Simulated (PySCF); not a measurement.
Compound: methylidenesilylene, CH₂Si (singlet state).
SMILES: `C=[Si]`

Jobs on this species (4 atoms, 22 electrons) with PySCF (density fitting). Hardware of each: x86-64 server, one thread, no GPU, on a shared host. The host was shared with other jobs, so the times are rough.

| level and settings | work | basis functions | SCF cycles | wall time |
| --- | --- | --- | --- | --- |
| PBE0-D3(BJ)/def2-SVP, grid level 1 | geometry optimisation from a GFN2-xTB start | 42 | ? | ? |
| PBE0/pcSseg-1 | shieldings, charges and field gradients | 51 | 12 | 1.4 s |
| PBE0/def2-SVPD | 10 singlets by full TDDFT, 4 Tamm–Dancoff triplets, polarisability, ΔSCF ions | 60 | 11 | 3.2 s |
| PBE/pcSseg-2 | shieldings | 107 | 13 | 2.4 s |
| delta-SCF UKS SCAN, pcX-2 on the ionised atom, pcseg-1 elsewhere, spin-free X2C | ΔSCF core ionisation, 3 holes | 84 | 65 | 3.0 s |

Task: Fill in the missing figures.

Result: 
- PBE0-D3(BJ)/def2-SVP, grid level 1; geometry optimisation from a GFN2-xTB start: 1.4 s, 23 SCF cycles

Task: What do all jobs in the table cost together?

Result: About 11 s; the longest takes about 28 % of that, and about 2.3 times as long as the shortest.
